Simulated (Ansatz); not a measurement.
Process, species as SMILES: OO (H2O2) → 2 [OH] (OH)
B3LYP-D3(BJ)/def2-TZVP geometries, fixed; electronic energies without zero-point terms.

Effect of a fitting basis named in the input at PBE/cc-pVTZ with Ansatz (a program for electronic structure), against the last row, where the bond dissociation energy is 64.32 kcal/mol. Open shells are unrestricted. The default fits or decomposes integrals by the program's own choice; accuracy: high also tightens integrals, grids and stops.

| setting | largest shift of a total energy (mEh) | shift of the bond dissociation energy (kcal/mol) |
|---|---|---|
| fitting: def2-SV(P)-JKFIT | -0.068 | 0.007 |
| fitting: def2-universal-JKFIT | -0.068 | 0.007 |
| fitting: cc-pVTZ-JKFIT | -0.030 | 0.004 |
| fitting: cc-pVQZ-JKFIT | -0.017 | -0.002 |
| fitting: cc-pV5Z-JKFIT | -0.010 | -0.004 |
| fitting: def2-universal-JFIT | -0.242 | 0.040 |
| accuracy: high | 0.001 | 0.000 |
| accuracy: medium (default) | 0.000 | 0.000 |

Within 0.02 kcal/mol in the bond dissociation energy: fitting: def2-SV(P)-JKFIT; fitting: def2-universal-JKFIT; fitting: cc-pVTZ-JKFIT; fitting: cc-pVQZ-JKFIT; fitting: cc-pV5Z-JKFIT; accuracy: high. The largest shift is 0.242 mEh in a total energy and 0.040 kcal/mol in the difference.
